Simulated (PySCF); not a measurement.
C5H11S: g tensor and hyperfine couplings

C5H11S (doublet state).
Structure used (GFN2-xTB), in Å, numbered top down from 1:
```
atom  x, y, z in Å
C1     2.9040    0.4534    0.0267
C2     1.4978    0.8846   -0.0316
C3     0.5281   -0.2909   -0.1982
C4    -0.9259    0.1742   -0.2190
C5    -1.8792   -0.9971   -0.3881
S6    -3.6247   -0.4616   -0.4608
H7     3.6910    1.0907   -0.3239
H8     3.1639   -0.4809    0.4845
H9     1.3566    1.6016   -0.8458
H10    1.2246    1.4172    0.8956
H11    0.6743   -0.9961    0.6228
H12    0.7574   -0.8130   -1.1293
H13   -1.1542    0.6972    0.7140
H14   -1.0762    0.8790   -1.0397
H15   -1.7826   -1.7148    0.4270
H16   -1.7065   -1.5101   -1.3339
H17   -3.6553    0.0787    0.7561
```

The hyperfine couplings belong to this conformer and change with its torsions.

As a line formula: `[CH2]CCCCS` [radical].

The calculation used UKS B3LYP, pcH-1 on C H S, non-relativistic, mean-field spin-orbit, GIAO (PySCF). Isolated species at its GFN2-xTB geometry (one conformer only). The geometry wasn't refined by DFT: couplings that depend on bond lengths, twists or pyramidal angles can differ widely from those at the functional's own minimum. The SCF solution wasn't tested for stability.

| Quantity | Value |
| --- | --- |
| g1, g2, g3 | 2.00220, 2.00276, 2.00290 |
| g_iso | 2.00262 |
| Form of g | rhombic: the two nearest values differ by 20 % of g3 − g1 |
| ⟨S²⟩ | 0.7536 (exact 0.7500) |
| HOMO–LUMO gap, α and β orbitals | 6.09, 4.85 eV |

Isotropic coupling and dipolar principal values T1 to T3, in MHz:

```
atom  isotope  a_iso  of which spin–orbit     T1     T2     T3  Mulliken spin population
  C1      13C   89.5                 -0.1  -81.6  -80.9  162.5                      1.08
  C2      13C  -33.6                  0.0   -2.5    0.7    1.7                     -0.09
  C3      13C   25.9                  0.0   -2.6   -2.3    4.9                      0.02
  C4      13C   -0.3                  0.0   -0.7   -0.4    1.2                      0.00
  C5      13C    0.5                  0.0   -0.2   -0.2    0.3                      0.00
  S6      33S    0.1                  0.0   -0.1   -0.1    0.3                      0.00
  H7       1H  -63.8                  0.0  -39.6    0.0   39.6                     -0.05
  H8       1H  -63.2                  0.0  -39.5    0.0   39.5                     -0.05
  H9       1H   36.5                  0.0   -5.0   -4.3    9.3                      0.01
 H10       1H  155.6                  0.0   -6.0   -3.1    9.1                      0.06
 H11       1H   -2.0                  0.0   -3.2   -2.8    6.0                      0.00
 H12       1H   -2.7                  0.0   -4.5   -2.4    6.9                      0.00
 H13       1H    0.8                  0.0   -1.6   -0.7    2.3                      0.00
 H14       1H    0.7                  0.0   -1.2   -1.1    2.2                      0.00
 H15       1H    0.0                  0.0   -0.6   -0.6    1.2                      0.00
 H16       1H    0.5                  0.0   -0.6   -0.5    1.2                      0.00
 H17       1H    0.0                  0.0   -0.3   -0.3    0.6                      0.00
```

The Mulliken spin populations are largest on C1 (+1.08), C2 (-0.09) and H10 (+0.06). No atom but C1 exceeds +0.15. The positive populations add up to 1.18 and the negative ones to -0.18, together 2S = 1. The angles at C1 add up to 359.9°, so it is planar; its axial dipolar tensor and the negative couplings of its protons fit spin in a p orbital normal to that plane.

Axes: g2 points within 13° of the C1–C2 bond.

Under fast tumbling the dipolar parts average out, and these isotropic splittings remain: 2 × 1H (H9/H10, I = 1/2, 3 lines) with 3.43 mT, 2 × 1H (H7/H8, I = 1/2, 3 lines) with 2.27 mT and 2 × 1H (H11/H12, I = 1/2, 3 lines) with 0.08 mT.

Means are taken over nuclei equivalent by connectivity, which assumes that they swap fast. The 1H value of +96.1 MHz is a mean of couplings from 36.5 to 155.6 MHz in this one geometry, not an average over conformers.

The 13C coupling of C1 (89.5 MHz) shows only in satellite lines or after enrichment, since that isotope makes up about 1.07 % of natural carbon.

β density exceeds α density at some nuclei, such as C2 (-0.0299) and H7/H8 (-0.0142), spin density in bohr⁻³. In a single determinant that takes different orbitals for the two spins, that is spin polarisation.
